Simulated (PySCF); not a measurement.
# FCI/6-31G (functionals set, moving atoms (1, 3, 4)) run of H3O+ (SMILES [OH3+])

We compute the energy along one coordinate of H3O+. The job is set up through a Python script.

The calculation is run with PySCF 2.14.0.

## Step 1: The system as given

The species is H3O+ (4 atoms), meant as a singlet with charge +1. As SMILES, `[OH3+]`. The coordinates come from a GFN2-xTB relaxation.

Bond lengths: O1–H2 0.983 Å, O1–H3 0.983 Å, O1–H4 0.984 Å. Angles: H2–O1–H3 112.0°, H2–O1–H4 112.0°, H3–O1–H4 112.0°.

## Step 2: An energy scan at FCI/6-31G (functionals set, moving atoms (1, 3, 4))

Input file pes_scan.py:

```python
import numpy as np
from pyscf import cc, dft, gto, mcscf, mp, scf

symbols = ["O", "H", "H", "H"]
xyz = np.array([
    [0.196050, -0.061020, -0.056900],
    [0.214230, 0.919440, 0.016470],
    [-0.413410, -0.366620, -0.765680],
    [0.003130, -0.491800, 0.806120],
])
i, j, moving = 1, 0, [0, 2, 3]
u = (xyz[j] - xyz[i]) / np.linalg.norm(xyz[j] - xyz[i])
r0 = np.linalg.norm(xyz[j] - xyz[i])
functionals = {"revPBE": "revpbe", "CAM-B3LYP": "camb3lyp", "wB97X": "wb97x"}

def stable(mf, dm=None):
    for _ in range(4):
        mf.kernel(dm)
        if not mf.converged:
            mf = mf.newton().run(mf.mo_coeff, mf.mo_occ).undo_soscf()
        mo, _, ok, _ = mf.stability(return_status=True)
        if ok:
            break
        dm = mf.make_rdm1(mo, mf.mo_occ)
    return mf

def value(obj):
    return obj.e_tot if obj.converged else float("nan")

def exact(mf):
    ci = mcscf.CASCI(mf, 14, (4, 4))
    ci.fix_spin_(ss=0)
    ci.fcisolver.max_cycle = 200
    return ci.kernel()[0], 0.0

cols = ["RHF", "UHF", "MP2", "CCSD", "CCSD(T)", "UMP2", "UCCSD", "UCCSD(T)", "revPBE", "CAM-B3LYP", "wB97X", "FCI"]
rows, s2, dw = [], [], []
dm_r = None
distances = [0.7375, 0.7867, 0.8359, 0.9834, 1.0325, 1.18, 1.5734, 1.9667, 2.2126]
for r in distances:
    x = xyz.copy()
    x[moving] += (r - r0) * u
    mol = gto.M(atom=list(zip(symbols, x)), basis="6-31g", charge=1, spin=0, verbose=0)
    rhf = scf.RHF(mol).set(conv_tol=1e-10, max_cycle=200)
    rhf.kernel(dm_r)
    if not rhf.converged:
        rhf = rhf.newton().run(rhf.mo_coeff, rhf.mo_occ)
    dm_r = rhf.make_rdm1()
    uhf = stable(scf.UHF(mol).set(conv_tol=1e-9, max_cycle=200))
    e = [value(rhf), value(uhf)]
    for ref in (rhf, uhf):
        c = cc.CCSD(ref, frozen=1).set(max_cycle=120).run()
        e += [mp.MP2(ref, frozen=1).run().e_tot, value(c), c.e_tot + c.ccsd_t() if c.converged else float("nan")]
    for xc in functionals.values():
        e.append(value(stable(dft.UKS(mol, xc=xc).set(conv_tol=1e-8, max_cycle=80), uhf.make_rdm1())))
    e_ref, w = exact(rhf)
    rows.append(e + [e_ref])
    s2.append(uhf.spin_square()[0])
    dw.append(w)
    print(f"r = {r:.4f} A  " + "  ".join(f"{k} {v:.6f}" for k, v in zip(cols, rows[-1])) + f"  <S^2>(UHF) {s2[-1]:.3f}", flush=True)
rows = np.array(rows)
print("\nenergies relative to r = 0.9834 A, kJ/mol")
print("r/A    " + "".join(f"{k:>10s}" for k in cols))
for r, row in zip(distances, rows):
    print(f"{r:<7.3f}" + "".join(f"{v:10.2f}" for v in (row - rows[3]) * 2625.49964))
print("\nnon-parallelity error against FCI, kJ/mol")
for k, d in zip(cols[:-1], (rows[:, :-1] - rows[:, -1:]).T * 2625.49964):
    print(f"{k:>10s} {np.nanmax(d) - np.nanmin(d):10.3f}")
```

Run with:

```bash
$ python pes_scan.py
```

The log of the run:

```text
r = 0.7375 A  RHF -76.176105  UHF -76.176105  MP2 -76.295708  CCSD -76.304041  CCSD(T) -76.304917  UMP2 -76.295708  UCCSD -76.304040  UCCSD(T) -76.304917  revPBE -76.545392  CAM-B3LYP -76.541698  wB97X -76.552134  FCI -76.305305  <S^2>(UHF) 0.000
r = 0.7867 A  RHF -76.217890  UHF -76.217890  MP2 -76.339726  CCSD -76.347968  CCSD(T) -76.348869  UMP2 -76.339726  UCCSD -76.347968  UCCSD(T) -76.348869  revPBE -76.589429  CAM-B3LYP -76.585153  wB97X -76.595525  FCI -76.349280  <S^2>(UHF) 0.000
r = 0.8359 A  RHF -76.244027  UHF -76.244027  MP2 -76.368028  CCSD -76.376185  CCSD(T) -76.377117  UMP2 -76.368028  UCCSD -76.376185  UCCSD(T) -76.377116  revPBE -76.617896  CAM-B3LYP -76.613038  wB97X -76.623275  FCI -76.377551  <S^2>(UHF) 0.000
r = 0.9834 A  RHF -76.266771  UHF -76.266771  MP2 -76.396766  CCSD -76.404720  CCSD(T) -76.405775  UMP2 -76.396766  UCCSD -76.404720  UCCSD(T) -76.405775  revPBE -76.647662  CAM-B3LYP -76.641032  wB97X -76.650606  FCI -76.406284  <S^2>(UHF) 0.000
r = 1.0325 A  RHF -76.263753  UHF -76.263753  MP2 -76.395558  CCSD -76.403468  CCSD(T) -76.404577  UMP2 -76.395558  UCCSD -76.403468  UCCSD(T) -76.404577  revPBE -76.646902  CAM-B3LYP -76.639670  wB97X -76.648988  FCI -76.405110  <S^2>(UHF) 0.000
r = 1.1800 A  RHF -76.240871  UHF -76.240871  MP2 -76.377564  CCSD -76.385416  CCSD(T) -76.386716  UMP2 -76.377564  UCCSD -76.385416  UCCSD(T) -76.386716  revPBE -76.630399  CAM-B3LYP -76.621317  wB97X -76.629898  FCI -76.387320  <S^2>(UHF) 0.000
r = 1.5734 A  RHF -76.158029  UHF -76.158029  MP2 -76.304117  CCSD -76.312186  CCSD(T) -76.314304  UMP2 -76.304117  UCCSD -76.312186  UCCSD(T) -76.314304  revPBE -76.561843  CAM-B3LYP -76.547364  wB97X -76.554522  FCI -76.315012  <S^2>(UHF) 0.000
r = 1.9667 A  RHF -76.092776  UHF -76.101399  MP2 -76.242551  CCSD -76.251747  CCSD(T) -76.255663  UMP2 -76.219493  UCCSD -76.251499  UCCSD(T) -76.253371  revPBE -76.508901  CAM-B3LYP -76.488227  wB97X -76.493204  FCI -76.255918  <S^2>(UHF) 0.590
r = 2.2126 A  RHF -76.064011  UHF -76.090311  MP2 -76.213167  CCSD -76.224121  CCSD(T) -76.230805  UMP2 -76.191293  UCCSD -76.224386  UCCSD(T) -76.225633  revPBE -76.492007  CAM-B3LYP -76.466352  wB97X -76.469743  FCI -76.229506  <S^2>(UHF) 0.866

energies relative to r = 0.9834 A, kJ/mol
r/A           RHF       UHF       MP2      CCSD   CCSD(T)      UMP2     UCCSD  UCCSD(T)    revPBE CAM-B3LYP     wB97X       FCI
0.738      238.04    238.04    265.33    264.33    264.80    265.33    264.33    264.80    268.51    260.80    258.54    265.12
0.787      128.34    128.34    149.76    149.00    149.41    149.76    149.00    149.41    152.89    146.71    144.62    149.66
0.836       59.72     59.72     75.45     74.92     75.24     75.45     74.92     75.24     78.15     73.50     71.76     75.44
0.983        0.00      0.00      0.00      0.00      0.00      0.00      0.00      0.00      0.00      0.00      0.00      0.00
1.032        7.92      7.92      3.17      3.29      3.15      3.17      3.29      3.15      2.00      3.58      4.25      3.08
1.180       68.00     68.00     50.41     50.68     50.04     50.41     50.68     50.04     45.32     51.76     54.37     49.79
1.573      285.50    285.50    243.25    242.95    240.16    243.25    242.95    240.16    225.32    245.93    252.27    239.63
1.967      456.82    434.18    404.89    401.63    394.12    465.43    402.28    400.14    364.32    401.19    413.26    394.79
2.213      532.35    463.30    482.04    474.16    459.39    539.47    473.47    472.96    408.67    458.62    474.85    464.13

non-parallelity error against FCI, kJ/mol
       RHF     95.293
       UHF     72.944
       MP2     17.909
      CCSD     10.819
   CCSD(T)      5.268
      UMP2     75.338
     UCCSD     10.123
  UCCSD(T)      9.151
    revPBE     58.850
 CAM-B3LYP     11.911
     wB97X     25.053
```

Wall time 2.5 min (1 thread of Intel Xeon 6975P-C (Granite Rapids), shared host); peak memory 0.32 GiB.

Energies in eV from each method's first point:

| distance (Å) | RHF | UHF | MP2 | CCSD | CCSD(T) | UMP2 | UCCSD | UCCSD(T) | revPBE | CAM-B3LYP | wB97X | FCI |
| --- | --- | --- | --- | --- | --- | --- | --- | --- | --- | --- | --- | --- |
| 0.738 | 0.00 | 0.00 | 0.00 | 0.00 | 0.00 | 0.00 | 0.00 | 0.00 | 0.00 | 0.00 | 0.00 | 0.00 |
| 0.787 | -1.14 | -1.14 | -1.20 | -1.20 | -1.20 | -1.20 | -1.20 | -1.20 | -1.20 | -1.18 | -1.18 | -1.20 |
| 0.836 | -1.85 | -1.85 | -1.97 | -1.96 | -1.96 | -1.97 | -1.96 | -1.96 | -1.97 | -1.94 | -1.94 | -1.97 |
| 0.983 | -2.47 | -2.47 | -2.75 | -2.74 | -2.74 | -2.75 | -2.74 | -2.74 | -2.78 | -2.70 | -2.68 | -2.75 |
| 1.032 | -2.39 | -2.39 | -2.72 | -2.71 | -2.71 | -2.72 | -2.71 | -2.71 | -2.76 | -2.67 | -2.64 | -2.72 |
| 1.180 | -1.76 | -1.76 | -2.23 | -2.21 | -2.23 | -2.23 | -2.21 | -2.23 | -2.31 | -2.17 | -2.12 | -2.23 |
| 1.573 | 0.49 | 0.49 | -0.23 | -0.22 | -0.26 | -0.23 | -0.22 | -0.26 | -0.45 | -0.15 | -0.06 | -0.26 |
| 1.967 | 2.27 | 2.03 | 1.45 | 1.42 | 1.34 | 2.07 | 1.43 | 1.40 | 0.99 | 1.46 | 1.60 | 1.34 |
| 2.213 | 3.05 | 2.33 | 2.25 | 2.17 | 2.02 | 2.84 | 2.17 | 2.16 | 1.45 | 2.05 | 2.24 | 2.06 |
